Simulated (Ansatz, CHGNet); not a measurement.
For zinc-blende GaP, the machine-learned potential CHGNet 0.3.0 (trained on PBE and PBE+U data) gives:

```
Property                     Result
-------------------------  --------
lattice parameter a         5.502 Å
TO(Γ) frequency            210 cm⁻¹
elastic constant C11       99.6 GPa
elastic constant C44       23.4 GPa
polycrystal shear modulus  16.7 GPa
```

What does B3LYP (VWN-RPA form) (Ansatz, an electronic-structure program, plane waves, PAW) give for the same quantities?


- lattice constant a: 5.531 Å (grows by 0.5 %)
- zone-centre TO phonon frequency: 349 cm⁻¹ (increases by 66 %)
- elastic constant C11: 132 GPa (rises by 33 %)
- elastic constant C44: 69.7 GPa (rises by 200 %)
- Voigt–Reuss–Hill shear modulus: 56.3 GPa (increases by 240 %)

For comparison: lattice constant a 5.439 Å (measured, static lattice: zero-point anharmonic expansion removed; as tabulated in Mejia-Rodriguez and Trickey (2018), arXiv:1807.09216); zone-centre TO phonon frequency 366 cm⁻¹ (measured, temperature not stated, not corrected to a static lattice; as tabulated in Han and Bester (2011), arXiv:1107.0196); elastic constant C11 140 GPa (measured, temperature not stated, not corrected to a static lattice; as tabulated in Råsander and Moram (2015), arXiv:1505.02379); elastic constant C44 70 GPa (measured, temperature not stated, no zero-point or thermal correction; as tabulated in Råsander and Moram (2015), arXiv:1505.02379).

Changes are worked out from the printed values.

Unless a cell is named, each level is at its own relaxed cell (CHGNet 0.3.0 20.82, B3LYP (VWN-RPA form) 21.16 Å³/atom).

Ansatz's density-functional and Hartree–Fock values are scalar-relativistic unless marked +SOC, with PAW data made under PBE.
